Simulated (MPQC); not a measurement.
# CH5Si (SMILES [CH2][SiH3]) at 5 levels

We compute a comparison of 5 runs (UHF/STO-3G, UHF/3-21G, UHF/def2-SVP, UB3LYP/STO-3G, UPBE0/def2-SVP) of CH5Si. 

The results are computed with MPQC 2.3.1.

**1. The molecule**

The species is CH5Si (7 atoms), meant as a doublet with charge 0. As SMILES, `[CH2][SiH3]`. The shape is that of a PBE0-D4/def2-TZVP optimisation.

Bond lengths: C1–Si2 1.840 Å, C1–H3 1.085 Å, C1–H4 1.085 Å, Si2–H5 1.492 Å, Si2–H6 1.487 Å, Si2–H7 1.487 Å. Angles: C1–Si2–H5 111.3°, C1–Si2–H6 110.4°, C1–Si2–H7 110.3°, Si2–C1–H3 122.6°, Si2–C1–H4 122.6°, H5–Si2–H6 107.7°, H5–Si2–H7 107.7°, H6–Si2–H7 109.4°, H3–C1–H4 114.8°.

**2. Energy and forces at UHF/STO-3G (run 1)**

Contents of job.in:

```
molecule<Molecule>: (
  symmetry = c1
  unit = bohr
  { atoms geometry } = {
    C  [ -0.32616673    -2.08436792     0.08957302 ]
    Si [ 0.25001077     1.34132760    -0.05480206 ]
    H  [ -2.15239806    -2.87654111     0.58298051 ]
    H  [ 1.11172588    -3.46726949    -0.38512618 ]
    H  [ -0.36131564     2.37462985    -2.60612130 ]
    H  [ -1.36003589     2.68360007     1.81753859 ]
    H  [ 2.95383091     1.90030859     0.46959694 ]
  }
)
basis<GaussianBasisSet>: (
  name = "STO-3G"
  molecule = $:molecule
  basisdir = "."
  puream = yes
)
mpqc: (
  checkpoint = no
  savestate = no
  restart = no
  do_energy = yes
  do_gradient = yes
  optimize = no
  mole<UHF>: (
    molecule = $:molecule
    basis = $:basis
    total_charge = 0
    multiplicity = 2
    memory = 1000000000
    print_evals = yes
    print_npa = yes
    maxiter = 120
    value_accuracy = 1e-08
    guess_wavefunction<UHF>: (
      molecule = $:molecule
      total_charge = 0
      multiplicity = 2
      memory = 1000000000
      value_accuracy = 1e-3
      basis<GaussianBasisSet>: (
        name = "STO-3G"
        molecule = $:molecule
      )
    )
  )
)
```

The basis set STO-3G is read from a file made from the Basis Set Exchange's data (not shown).

Started as:

```
$ mpqc job.in > job.out
```

The log of the run:

```text
MPQC: Massively Parallel Quantum Chemistry
[...]
  <S^2>      = 0.767300
  total scf energy = -325.8616119915
[...]
Value of the MolecularEnergy: -325.8616119915
  Gradient of the MolecularEnergy:
      1    0.0006603366
      2    0.0035035995
      3   -0.0002518643
      4   -0.0054539079
      5   -0.0367864562
      6    0.0036927108
      7   -0.0039780136
      8   -0.0015174816
      9    0.0013086239
     10    0.0032603370
     11   -0.0027960902
     12   -0.0008343409
[...]
      symmetry = c1
[...]
      nbasis = 19
[...]
    nalpha = 13
    nbeta = 12
[...]
```

It took 0.26 s on 1 thread of Arm Neoverse V1, shared host.

**3. Energy and gradient at UHF/3-21G (run 2)**

Contents of input.in:

```
% emacs should use -*- KeyVal -*- mode
molecule<Molecule>: (
    symmetry = c1
    unit = angstrom
    { atoms geometry } = {
        C  [ -0.172600 -1.103000 0.047400 ]
        Si [ 0.132300 0.709800 -0.029000 ]
        H  [ -1.139000 -1.522200 0.308500 ]
        H  [ 0.588300 -1.834800 -0.203800 ]
        H  [ -0.191200 1.256600 -1.379100 ]
        H  [ -0.719700 1.420100 0.961800 ]
        H  [ 1.563100 1.005600 0.248500 ]
    }
)
basis<GaussianBasisSet>: (
    name = "3-21G"
    molecule = $:molecule
    basisdir = "."
    puream = yes
)
mpqc: (
    checkpoint = no
    savestate = no
    restart = no
    do_energy = yes
    do_gradient = yes
    optimize = no
    mole<UHF>: (
        molecule = $:molecule
        basis = $:basis
        total_charge = 0
        multiplicity = 2
        memory = 1000000000
        print_evals = yes
        print_npa = yes
        maxiter = 120
        value_accuracy = 1e-08
        guess_wavefunction<UHF>: (
            molecule = $:molecule
            total_charge = 0
            multiplicity = 2
            memory = 1000000000
            value_accuracy = 1e-3
            basis<GaussianBasisSet>: (
                name = "STO-3G"
                molecule = $:molecule
            )
        )
    )
)
```

The basis set 3-21G is read from a file made from the Basis Set Exchange's data (not shown).

Started as:

```
$ mpqc input.in > input.out
```

The log of the run:

```text
MPQC: Massively Parallel Quantum Chemistry
[...]
  <S^2>      = 0.762733
  total scf energy = -327.8959776517
[...]
Value of the MolecularEnergy: -327.8959776517
  Gradient of the MolecularEnergy:
      1    0.0046021963
      2    0.0270315701
      3   -0.0010721957
      4   -0.0026631779
      5   -0.0185442287
      6    0.0020803645
      7   -0.0053741946
      8   -0.0024395909
      9    0.0013794739
     10    0.0041215191
     11   -0.0041380704
     12   -0.0014331446
[...]
      symmetry = c1
[...]
      nbasis = 32
[...]
    nalpha = 13
    nbeta = 12
[...]
```

It took 1.5 s on 1 thread of Arm Neoverse V1, shared host.

Runs 3 to 4 aren't shown in full; the table further down has their settings and results.

**4. Energy and forces at UPBE0/def2-SVP (run 5)**

Contents of job.in:

```
molecule<Molecule>: (
   symmetry = c1
   unit = bohr
   { atoms geometry } = {
      C  [ -0.32616673  -2.08436792   0.08957302 ]
      Si [ 0.25001077   1.34132760  -0.05480206 ]
      H  [ -2.15239806  -2.87654111   0.58298051 ]
      H  [ 1.11172588  -3.46726949  -0.38512618 ]
      H  [ -0.36131564   2.37462985  -2.60612130 ]
      H  [ -1.36003589   2.68360007   1.81753859 ]
      H  [ 2.95383091   1.90030859   0.46959694 ]
   }
)
basis<GaussianBasisSet>: (
   name = "def2-SVP"
   molecule = $:molecule
   basisdir = "."
   puream = yes
)
mpqc: (
   checkpoint = no
   savestate = no
   restart = no
   do_energy = yes
   do_gradient = yes
   optimize = no
   mole<UKS>: (
      molecule = $:molecule
      basis = $:basis
      total_charge = 0
      multiplicity = 2
      memory = 1000000000
      print_evals = yes
      print_npa = yes
      maxiter = 120
      value_accuracy = 1e-08
      functional<SumDenFunctional>: (
         a0 = 0.25
         coefs = [ 0.75 1 ]
         funcs: [ <PBEXFunctional>: () <PBECFunctional>: () ]
      )
      integrator<RadialAngularIntegrator>: ( grid = xfine )
      guess_wavefunction<UHF>: (
         molecule = $:molecule
         total_charge = 0
         multiplicity = 2
         memory = 1000000000
         value_accuracy = 1e-3
         basis<GaussianBasisSet>: (
            name = "STO-3G"
            molecule = $:molecule
         )
      )
   )
)
```

The basis set def2-SVP is read from a file made from the Basis Set Exchange's data (not shown).

Started as:

```
$ mpqc -o job.out job.in
```

The log of the run:

```text
MPQC: Massively Parallel Quantum Chemistry
[...]
  Integrated electron density error = -0.000420750068
  iter     1 energy = -330.0686327081 delta = 1.42310e-01
  Integrated electron density error = -0.000541989678
  iter     2 energy = -330.2237828536 delta = 1.77929e-02
[...]
  Integrated electron density error = -0.000000014196
  iter    19 energy = -330.2347145432 delta = 4.55551e-08
  Integrated electron density error = -0.000000014196
  iter    20 energy = -330.2347145432 delta = 2.29505e-08
  Integrated electron density error = -0.000000014196
  iter    21 energy = -330.2347145464 delta = 2.04112e-08
[...]
  <S^2>      = 0.754322
  total scf energy = -330.2347145464
[...]
  Integrated electron density error = -0.000000017266
  Total Gradient:
[...]
Value of the MolecularEnergy: -330.2347145464
  Gradient of the MolecularEnergy:
      1   -0.0005644793
      2   -0.0027656642
      3   -0.0003608586
      4   -0.0001761872
      5   -0.0008874445
      6   -0.0000445412
      7    0.0063820809
      8    0.0027583265
      9   -0.0016550537
     10   -0.0050280473
     11    0.0048551233
     12    0.0017332975
[...]
        symmetry = c1
[...]
        nbasis = 57
[...]
      nalpha = 13
      nbeta = 12
[...]
```

Run time: 71 s. Hardware: 1 thread of Arm Neoverse V1, shared host; peak memory 0.3 GiB.

**5. All runs side by side**

```tsv
run	level	starting guess	integration grid	energy (Eh)	⟨S²⟩	largest force (eV/Å)	wall time
1	UHF/STO-3G	STO-3G	–	-325.861612	0.767	1.922	0.26 s
2	UHF/3-21G	STO-3G	–	-327.895978	0.763	1.411	1.5 s
3	UHF/def2-SVP	3-21G	–	-329.542926	0.760	0.599	9 s
4	UB3LYP/STO-3G	STO-3G	xfine	-326.704744	0.755	1.161	15 s
5	UPBE0/def2-SVP	STO-3G	xfine	-330.234715	0.754	0.370	71 s
```

**6. What came out**

| quantity | value |
| --- | --- |
| run 5: total energy | -330.23471 Eh |
| run 5: ⟨S²⟩ | 0.754 |
| run 5: largest force on an atom | 0.370 eV/Å |

In words: Totals of different functionals can't be ranked against each other. In runs 1, 4 the basis is minimal, so the values are rough. All runs together took 97 s, the longest 71 s.
